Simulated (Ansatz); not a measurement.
C3H6, SMILES `C[C]C` (near-degenerate singlet) (charge 0, multiplicity 1). This singlet lies within 0.05 eV of the relaxed triplet at the level frozen-core CCSD(T)/cc-pVTZ // B3LYP-D3(BJ)/def2-TZVP (Ansatz, an electronic-structure program).

Cartesian coordinates (Å):
SMILES: C[C]C
```xyz
9

C     -1.2087    -0.1529    -0.0507
C     -0.0498     0.4311    -0.7322
C      1.2046     0.1907    -0.0131
H     -1.5622     0.7397     0.5018
H     -1.0215    -0.9363     0.7017
H     -2.0318    -0.4199    -0.7145
H      1.5563    -0.7063    -0.5595
H      1.9720     0.9465    -0.1838
H      1.1411    -0.0927     1.0502
```
Charge 0, spin multiplicity 1.

The restricted HF start is unstable towards unrestricted orbitals.

Task: Give the natural occupations of the active orbitals, the CASSCF energy and the corrected energy for frozen-core fic-MRCISD+Q@CASSCF(2e,2o)/cc-pVTZ // B3LYP-D3(BJ)/def2-TZVP in Ansatz.

Result: 
```
Property                       Result
-----------------------  ------------
natural occupations        1.94, 0.06
CASSCF energy            -117.0359 Ha
corrected energy         -117.5560 Ha
weight of the reference         0.878
```
